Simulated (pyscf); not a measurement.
Single points on ωB97X-D3(BJ)/def2-SVP structures (PySCF, gas phase). Correlated levels are frozen-core, on RHF or UHF. ΔMP2 is the change of the MP2 total energy from the triple- to the quadruple-zeta basis.

Task: What are the homolytic bond dissociation enthalpies (298 K) of F–SiH(F)–F at CCSD(T)/def2-TZVPP + ΔMP2(QZVPP), weakest first?

Result: H–Si to F–Si•(F)–F + H•: 101.1 kcal/mol; F–Si to F• + F–SiH•–F: 163.9 kcal/mol. Ring and multiple bonds, and those that leave no two simple radicals, are not listed. The CCSD(T) − MP2 part came from Ansatz, without density fitting, on the same reference. Left out: the spin-orbit lowering of F.
